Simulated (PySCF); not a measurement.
Computed data sheet: `C(#N)C/C=C/F`

C4H4FN.
SMILES with atom numbers: `[N:1]#[C:2][CH2:3]/[CH:4]=[CH:5]/[F:6]` (hydrogens: H7, H8 on C3; H9 on C4; H10 on C5)

Geometry (PBE0-D3(BJ)/def2-SVP, Å), atoms numbered from 1 in this order:
```xyz
10
C4H4FN angstrom
N     -2.6263    1.4238    0.5292
C     -1.9266    0.5322    0.2978
C     -1.0329   -0.5917    0.0217
C      0.3149   -0.4340    0.6617
C      1.4352   -0.3951   -0.0514
F      2.6299   -0.2764    0.5075
H     -1.5306   -1.5087    0.3831
H     -0.9398   -0.6983   -1.0713
H      0.3717   -0.3474    1.7505
H      1.4809   -0.4611   -1.1443
```

Some functional groups and rings: nitrile, C=C double bond and C–F bond.

PBE0-D3(BJ)/def2-SVP geometry optimisation, gas phase (PySCF):

```yaml
Point_group: C1
Rotational_constants_A_B_C: 14.123, 1.459, 1.389 GHz
```

From B3LYP/def2-SVPD ground state, ΔSCF and vertical TDDFT (core frozen in the response) (PySCF):

```yaml
Dipole_moment: 3.61 D
HOMO_energy: -7.91 eV
LUMO_energy: -0.75 eV
HOMO–LUMO_gap: 7.16 eV
Lowest_singlet_excitation: 6.84 eV (181 nm, f = 0.100)
Strongest_line_among_the_10_lowest_singlet_transitions: S1 at 6.84 eV (181 nm, f = 0.100)
Lowest_triplet_excitation_Tamm–Dancoff: 4.40 eV
Static_isotropic_polarisability: 53.3 au
Vertical_ionisation_energy: 10.43 eV
Electronic_spatial_extent_⟨r²⟩_about_the_centre_of_nuclear_charge: 766 bohr²
```

PBE/pcSseg-2 ground state and GIAO shieldings, non-relativistic (PySCF):

```yaml
13C_chemical_shifts_computed_TMS_as_zero_by_class: 164.7 (C5), 120.9 (C2), 110.3 (C4), 18.1 (C3) ppm
1H_chemical_shifts_computed_TMS_as_zero_by_class: 6.86 (H10), 5.41 (H9), 2.92 (H7/H8) ppm
Isotropic_shieldings_of_nuclei_other_than_C_and_H_by_class: -36 (N1), 268 (F6) ppm
```

B3LYP/pcJ-1 indirect spin-spin coupling, non-relativistic, gas phase; spin–dipole term left out for some pairs (PySCF):

```yaml
Largest_of_the_computed_one-bond_spin–spin_couplings_means_over_like_bonds: 19F–13C -346.5 (F6–C5), 13C–1H +201.8 (C5–H10), 13C–1H +171.5 (C4–H9), 13C–1H +139.6 (C3–H7 and 1 like it), 13C–13C +95.5 (C4–C5), 13C–13C +68.0 (C2–C3), 13C–13C +50.5 (C3–C4), 15N–13C -18.1 (N1–C2) Hz
```

**delta-SCF UKS SCAN, pcX-2 on the ionised atom, pcseg-1 elsewhere, spin-free X2C (PySCF)**

```yaml
Core_binding_energies: C1s 291.5 (C4), C1s 292.5 (C2), C1s 293.0 (C3), C1s 293.5 (C5), N1s 405.3 (N1), F1s 693.7 (F6) eV
```

Monoisotopic mass (most abundant isotopes): 85.0328 u.

No computed singlet falls in the visible range (750 to 380 nm, 1.65 to 3.26 eV); S1 lies 3.58 eV above its blue end. With B = h/(8π²I), that is 505.379 GHz u Å² over I, the principal moments of inertia are 35.8, 346.4 and 363.9 u Å² (most abundant isotopes). The largest Löwdin shares of the HOMO are 0.37 on C4, 0.30 on C5, 0.16 on F6 and 0.06 on C3. The polarisability is 7.89 Å³ as a volume (1 au = 0.148185 Å³), or 1.21 au for each of the 44 electrons. The vertical singlet–triplet gap S1 − T1 is 2.44 eV (TDDFT singlet less Tamm–Dancoff triplet; S1: HOMO→LUMO+1, weight 0.51, beside HOMO→LUMO, weight 0.42; T1: HOMO→LUMO, weight 0.91). The rotational constants make it an asymmetric top with κ = (2B − A − C)/(A − C) = -0.99, nearer the prolate limit (−1). The ΔSCF ionisation energy exceeds −ε(HOMO) by 2.52 eV with B3LYP.

 NMR classes are plain means over equivalent atoms (diastereotopic ones count apart unless rotation or inversion swaps them), as if these changed places fast; in this geometry the members of some classes differ.

One conformer stands for the species.
